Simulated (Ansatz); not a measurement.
# Multireference treatment of C2H6, singlet

Program: Ansatz, Gaussian basis, development build. Basis aug-cc-pVDZ, nonrelativistic, 2 orbitals frozen in the corrections. State-specific CASSCF; RHF is the lowest restricted (open-shell) Hartree–Fock solution met. No symmetry is imposed, so a solution can break that of the shape. Lower solutions, or ones in other orbitals, may exist.

Geometry:

```xyz
8

C     0.0000    0.0000    1.0480
C     0.0000    0.0000   -1.0480
H     0.0000    1.0190    1.4431
H    -0.8824   -0.5095    1.4431
H     0.8824   -0.5095    1.4431
H     0.0000   -1.0190   -1.4431
H    -0.8824    0.5095   -1.4431
H     0.8824    0.5095   -1.4431
```

(1) What do CASSCF and its corrections give against RHF in CAS(2,2), and what are the occupations?

(2) How do single-reference totals in the same basis and frozen core stand against SC-NEVPT2 in CAS(2,2)?

(3) Roughly how much CPU time does a whole run from the default start take (median of such runs, summed over threads; nearly all runs on one pinned thread of a shared server, mostly Xeon at 2.3 to 2.6 GHz, by a development driver)?

Answers

(1) CASSCF -0.929 eV, SC-NEVPT2 -8.807 eV; occupations 1.91, 0.09.

(2) CCSD(T) -1.356 eV. Coupled cluster stands on the determinant that it favours, which can lie over the RHF solution above, and is in doubt where the occupations are far from 0, 1 and 2.

(3) CAS(2,2): about 6.9 s. Other jobs ran beside these, and the count of passes differs.
